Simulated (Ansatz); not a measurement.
Ansatz (an electronic-structure program) input (PBE/6-31G*):

Ansatz 0.2 input:
```yaml
crystal:
  periodic: [false, false, false]
  atoms:
    - {symbol: N, position_ang: [0.00050850, 0.05505915, 0.21829074]}
    - {symbol: C, position_ang: [0.00176132, 1.42665324, 0.07760598]}
    - {symbol: C, position_ang: [1.21886028, -0.65170039, -0.11593847]}
    - {symbol: C, position_ang: [-1.22078552, -0.64895999, -0.11094661]}
    - {symbol: H, position_ang: [0.93451484, 1.93798604, 0.26489020]}
    - {symbol: H, position_ang: [-0.92906689, 1.94007936, 0.26870335]}
    - {symbol: H, position_ang: [1.36171805, -0.73955939, -1.20323368]}
    - {symbol: H, position_ang: [1.19291628, -1.65514888, 0.31148623]}
    - {symbol: H, position_ang: [2.07484105, -0.12021475, 0.29928959]}
    - {symbol: H, position_ang: [-1.36828861, -0.73649284, -1.19764770]}
    - {symbol: H, position_ang: [-2.07386374, -0.11555460, 0.30777843]}
    - {symbol: H, position_ang: [-1.19534696, -1.65246620, 0.31637296]}
basis:
  gaussian:
    orbitals: 6-31G*
hamiltonian:
  xc: {name: PBE}
magnetization: {spin_polarized: true, initial_magnetization: 1}
relax: {f_tol: 0.003, max_steps: 120}
```

Output:

```
WARN ansatz: RAYON_NUM_THREADS=1 ignored (pool sized by the plan → 1); use --threads N
Functional definition: PBE
integrals: 0.03 GiB planned
1037 factors; their error is unknown
mean field: 0.23 GiB planned
mean field evaluation 1: about -4714.9225 eV, gradient 4.1e1 eV
mean field evaluation 2: about -4706.3494 eV, gradient 5.7e1 eV
mean field evaluation 4: about -4723.1201 eV, gradient 3.7e0 eV
mean field evaluation 8: about -4723.1009 eV, gradient 2.7e-1 eV
mean field evaluation 16: about -4723.1012 eV, gradient 1.9e-5 eV
mean field -4723.10123880 eV, -173.5707690930 hartree, gradient 1.8e-5 eV, S^2 0.752115; 0 other end points of the search recorded, 0 dependent functions left out
the calculation of the forces begins
reference -4723.10126058 eV, -173.5707698931 hartree; 17, 16 occupied and 59, 60 virtual orbitals, 1037 factors
relax step   1: F+E_penalty+E_count = -4723.10123880 eV  Δ(F+E_penalty+E_count) = +0.000e0 eV  max|allowed force component| = 4.205e-1 eV/Å  Δτ_max = 0.0000 Å  (30 SCF iters, accepted)
these checks for a lower state are left out or cut short: starts, cluster_reference, orbital_swaps, neighbouring_geometries, increment
integrals: 0.03 GiB planned
1037 factors; their error is unknown
mean field: 0.23 GiB planned
mean field -4723.12971276 eV, -173.5718154916 hartree, gradient 9.2e-6 eV, S^2 0.752108; 0 other end points of the search recorded, 0 dependent functions left out
the calculation of the forces begins
reference -4723.12973461 eV, -173.5718162945 hartree; 17, 16 occupied and 59, 60 virtual orbitals, 1037 factors
relax step   2: F+E_penalty+E_count = -4723.12971276 eV  Δ(F+E_penalty+E_count) = -2.847e-2 eV  max|allowed force component| = 1.918e-1 eV/Å  Δτ_max = 0.0167 Å  (33 SCF iters, accepted)
these checks for a lower state are left out or cut short: starts, cluster_reference, orbital_swaps, neighbouring_geometries, increment
integrals: 0.03 GiB planned
1037 factors; their error is unknown
mean field: 0.23 GiB planned
mean field evaluation 32: about -4723.1345 eV, gradient 1.0e-5 eV
mean field -4723.13448552 eV, -173.5719908873 hartree, gradient 1.0e-5 eV, S^2 0.752066; 0 other end points of the search recorded, 0 dependent functions left out
the calculation of the forces begins
reference -4723.13450739 eV, -173.5719916909 hartree; 17, 16 occupied and 59, 60 virtual orbitals, 1037 factors
relax step   3: F+E_penalty+E_count = -4723.13448552 eV  Δ(F+E_penalty+E_count) = -4.773e-3 eV  max|allowed force component| = 2.798e-2 eV/Å  Δτ_max = 0.0188 Å  (33 SCF iters, accepted)
these checks for a lower state are left out or cut short: starts, cluster_reference, orbital_swaps, neighbouring_geometries, increment
integrals: 0.03 GiB planned
1037 factors; their error is unknown
mean field: 0.23 GiB planned
mean field -4723.13458920 eV, -173.5719946976 hartree, gradient 1.0e-5 eV, S^2 0.752064; 0 other end points of the search recorded, 0 dependent functions left out
the calculation of the forces begins
reference -4723.13461108 eV, -173.5719955016 hartree; 17, 16 occupied and 59, 60 virtual orbitals, 1037 factors
relax step   4: F+E_penalty+E_count = -4723.13458920 eV  Δ(F+E_penalty+E_count) = -1.037e-4 eV  max|allowed force component| = 1.155e-2 eV/Å  Δτ_max = 0.0029 Å  (26 SCF iters, accepted)
these checks for a lower state are left out or cut short: starts, cluster_reference, orbital_swaps, neighbouring_geometries, increment
integrals: 0.03 GiB planned
1037 factors; their error is unknown
mean field: 0.23 GiB planned
mean field -4723.13461246 eV, -173.5719955524 hartree, gradient 2.4e-5 eV, S^2 0.752063; 0 other end points of the search recorded, 0 dependent functions left out
the calculation of the forces begins
reference -4723.13463435 eV, -173.5719963568 hartree; 17, 16 occupied and 59, 60 virtual orbitals, 1037 factors
relax step   5: F+E_penalty+E_count = -4723.13461246 eV  Δ(F+E_penalty+E_count) = -2.326e-5 eV  max|allowed force component| = 1.736e-3 eV/Å  Δτ_max = 0.0026 Å  (25 SCF iters, accepted)
integrals: 0.03 GiB planned
1037 factors; their error is unknown
mean field: 0.23 GiB planned
mean field evaluation 64: about -4723.1346 eV, gradient 3.6e-5 eV
mean field -4723.13461246 eV, -173.5719955524 hartree, gradient 2.4e-5 eV, S^2 0.752063; 1 other end points of the search recorded, 0 dependent functions left out
the calculation of the forces begins
reference -4723.13463435 eV, -173.5719963568 hartree; 17, 16 occupied and 59, 60 virtual orbitals, 1037 factors
Total energy: -4723.13463435 eV, -173.5719963568 hartree
Atom 0 at     0.000538     0.057633     0.231312 Å, force    -0.000002    -0.001736    -0.000146 eV/Å
Atom 1 at     0.001705     1.439266     0.042968 Å, force     0.000003     0.000885     0.000988 eV/Å
Atom 2 at     1.220543    -0.654017    -0.116743 Å, force    -0.000980    -0.001346    -0.000005 eV/Å
Atom 3 at    -1.222477    -0.651273    -0.111745 Å, force     0.000977    -0.001348    -0.000009 eV/Å
Atom 4 at     0.939984     1.948814     0.281931 Å, force    -0.000383     0.001199    -0.000584 eV/Å
Atom 5 at    -0.934442     1.950919     0.285767 Å, force     0.000384     0.001199    -0.000586 eV/Å
Atom 6 at     1.366252    -0.745879    -1.216395 Å, force    -0.000070     0.000567    -0.000652 eV/Å
Atom 7 at     1.196195    -1.668220     0.317715 Å, force     0.000081    -0.000657     0.000223 eV/Å
Atom 8 at     2.088363    -0.116960     0.300736 Å, force     0.000606     0.000663     0.000600 eV/Å
Atom 9 at    -1.372891    -0.742802    -1.210791 Å, force     0.000069     0.000567    -0.000652 eV/Å
Atom 10 at    -2.087373    -0.112270     0.309280 Å, force    -0.000602     0.000664     0.000602 eV/Å
Atom 11 at    -1.198630    -1.665530     0.322615 Å, force    -0.000082    -0.000657     0.000223 eV/Å
Dipole moment:    -0.000231    -0.234335     0.015754 e Å
```
